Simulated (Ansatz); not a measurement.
```yaml
crystal:
  periodic: [false, false, false]
  atoms:
    - {symbol: C, position_ang: [-0.505945, 0.733094, -0.453637]}
    - {symbol: O, position_ang: [0.844768, 0.011899, 0.061609]}
    - {symbol: C, position_ang: [0.895315, -2.432457, 1.294121]}
    - {symbol: N, position_ang: [0.595315, -2.432457, 0.994121]}
    - {symbol: H, position_ang: [-0.901606, 0.037900, -0.880886]}
    - {symbol: H, position_ang: [-0.815536, 0.816770, 0.694371]}
    - {symbol: H, position_ang: [0.100554, 1.453408, -0.564017]}
basis:
  gaussian: {orbitals: def2-TZVP}
hamiltonian: {xc: {name: wB97M-V}}
scf: {lower_state_search: off}
```

```sh
$ ansatz run in.yaml --threads 2 --pin off --events-out ev --progress --plain --max-ram 4352MiB
```

Output, abridged:

```
Functional definition: wB97M-V
798 factors; their error is unknown
198 factors; integrals over basis functions are off by at most 1.1e-5 eV
mean field evaluation 1: about -5375.2270 eV, gradient 1.6e2 eV
mean field evaluation 2: about -5288.4755 eV, gradient 2.3e2 eV
mean field evaluation 4: about -5433.8992 eV, gradient 3.1e1 eV
mean field evaluation 8: about -5435.7399 eV, gradient 4.9e-1 eV
mean field evaluation 16: about -5435.7456 eV, gradient 9.7e-3 eV
mean field -5435.74561629 eV, -199.7599669181 hartree, gradient 5.4e-6 eV, S^2 0.000000; 0 other end points of the search recorded, 0 dependent functions left out
reference -5435.74565947 eV, -199.7599685047 hartree; 15, 15 occupied and 127, 127 virtual orbitals, 798 factors
Total energy: -5435.74565947 eV, -199.7599685047 hartree
Checks for a lower state left out: stability, starts, cluster_reference, orbital_swaps, neighbouring_geometries, increment
```

In this input one atom was put on top of another. Self-consistency was reached. The result belongs to that input, not to the molecule as meant.
